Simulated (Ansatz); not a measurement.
A nudged elastic band was laid between two geometries of BFH₄S (7 atoms, charge 0, multiplicity 1).

Level of theory: RKS LDA/def2-SVP (Ansatz).

```json
{
  "movable images": "5",
  "climbing image": "yes",
  "spring": "5.0 eV/Å²",
  "optimiser": "quadratic models (default)",
  "start path": "through a guess of the saddle point",
  "force threshold": "0.03 eV/Å",
  "iteration limit": "60",
  "end points": "relaxed"
}
```

Initial state:

```xyz
7
Properties=species:S:1:pos:R:3
B 0.122 -0.005 0.082
H 0.261 -0.679 1.102
F 1.158 0.007 -0.786
H -1.010 0.111 -0.397
S 0.112 1.984 0.916
H 1.107 1.944 1.857
H -0.848 1.703 1.845
```

Final state:

```xyz
7
Properties=species:S:1:pos:R:3
B 0.123 0.804 -0.190
H -0.470 -0.831 2.038
F 1.176 0.007 -0.177
H -0.895 0.463 -0.766
S 0.171 2.412 0.588
H 1.448 2.278 1.061
H -0.651 -0.069 2.063
```

Which bonds break or form, and what moves?

Bonds broken: B1–H2, S5–H7. Bonds formed: H2–H7. BFH4S becomes BFH2S + H2.

What energy profile does the band end with?

The run converged. The highest image is number 3 of 0 to 6, 7.4 kcal/mol above the first end and 16.0 kcal/mol above the last; the last end lies 8.6 kcal/mol below the first. A vibrational analysis at the climbing image gives one clearly imaginary mode, 510i cm⁻¹: a first-order saddle point. The orbitals stay closed-shell, which can raise the energy where a bond breaks towards radicals; this wasn't checked here.

```tsv
image	path coordinate (Å)	energy (kcal/mol)	B1–H2 (Å)	S5–H7 (Å)	H2–H7 (Å)
0	0.00	0.0	1.23	1.37	2.73
1	0.62	0.6	1.23	1.36	2.44
2	1.24	3.7	1.24	1.38	1.80
3	1.86	7.4	1.31	1.59	1.18
4	2.47	-0.5	1.72	2.18	0.83
5	3.09	-7.0	2.29	2.61	0.79
6	3.70	-8.6	2.83	3.00	0.78
```

What is the geometry of the highest image?


```xyz
7
Properties=species:S:1:pos:R:3
B 0.026 0.269 0.173
H -0.176 -0.449 1.247
F 1.242 0.040 -0.344
H -0.994 0.186 -0.494
S -0.126 2.157 0.974
H 1.135 2.177 1.505
H -0.204 0.685 1.556
```

What are the harmonic wavenumbers there?

510i, 241, 325, 559, 683, 873, 910, 1017, 1143, 1245, 1289, 1625, 2111, 2528, 2589 cm⁻¹.

The run took 53 s on 1 thread of Arm Neoverse V1 (shared host), peak memory 0.11 GiB.
